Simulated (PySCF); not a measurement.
Structure problem from calculated spectra and properties.

Elements present: C, F and H. Monoisotopic mass: 90.0845 u.

| Item | Value |
| --- | --- |
| 1H NMR | chemical shifts (computed TMS as zero) by class: 4.18 (1 H), 1.55 (2 H), 1.37 (2 H), 1.08 (6 H) ppm [GIAO B97-2/pcSseg-2] |
| Dipole | 1.80 D [B97-2/pcSseg-2] |
| 13C NMR | chemical shifts (computed TMS as zero) by class: 101.7 (1 C), 34.6 (2 C), 13.3 (2 C) ppm [GIAO B97-2/pcSseg-2] |
| NMR, other nuclei | isotropic shieldings of nuclei other than C and H, by class: 387 (1 F) ppm [GIAO B97-2/pcSseg-2] |
| Rotational structure | rotational constants A, B, C: 7.546, 1.927, 1.674 GHz [PBE0-D3(BJ)/def2-TZVP] |

Gas-phase values; electronic properties from PySCF, density fitting. Levels stand in brackets. The structure is a single PBE0-D3(BJ)/def2-TZVP conformer in the gas phase; no vibrational or solvent corrections. NMR classes are plain means over equivalent atoms (diastereotopic ones count apart unless rotation or inversion swaps them), as if these changed places fast.

**Question.** Which formula fits the mass and the elements?

**Answer.** C5H11F (calculated 90.0845). No other formula that holds each of these elements comes within 0.0003 u with a fitting electron parity and a possible valence count.

**Question.** Propose a structure and show how it fits.

**Answer.** Numbering: `[CH3:1][CH2:2][CH:3]([F:4])[CH2:5][CH3:6]`. Its formula, C5H11F, gives 0 degrees of unsaturation, so no ring and no π bond. 5 carbons fall into 3 classes; from least to most shielded: sp3 C–F carbon [C3] (101.7 ppm), chain CH2 carbon [C2/C5] (34.6 ppm, 2 C), methyl carbon [C1/C6] (13.3 ppm, 2 C). Hydrogen classes from least to most shielded: 1 H on an sp3 C–F carbon, C3 (4.18 ppm), 2 H on 2 chain CH2 carbons, C2/C5 (1.55 ppm), 2 H on 2 chain CH2 carbons, C2/C5 (1.37 ppm), 6 H on 2 methyl carbons, C1/C6 (1.08 ppm, a mean of values up to 0.7 ppm apart in this geometry). The other shieldings belong to: 387 ppm, alkyl fluorine [F4]. The optimised geometry has point group Cs and is an asymmetric top. Structure: (CH3CH2)2CHF, `CCC(F)CC`. Computed isomers that give other values at the same levels: `CC(C)(C)CF` (13C chemical shifts (computed TMS as zero) by class: 97.5 (1 C), 35.9 (1 C), 27.5 (3 C) ppm); `CCC(C)(C)F` (13C chemical shifts (computed TMS as zero) by class: 98.3 (1 C), 38.3 (1 C), 28.5 (2 C), 10.1 (1 C) ppm); `CCC[C@@H](C)F` (13C chemical shifts (computed TMS as zero) by class: 96.0 (1 C), 44.9 (1 C), 24.7 (1 C), 24.2 (1 C), 17.4 (1 C) ppm). The assignments are read from this structure; whether some other isomer fits the data as well wasn't checked.

The values belong to the conformer `[CH3:1][CH2:2][CH:3]([F:4])[CH2:5][CH3:6]`: C1–C2–C3–F4 -59°, C2–C3–C5–C6 -179°.
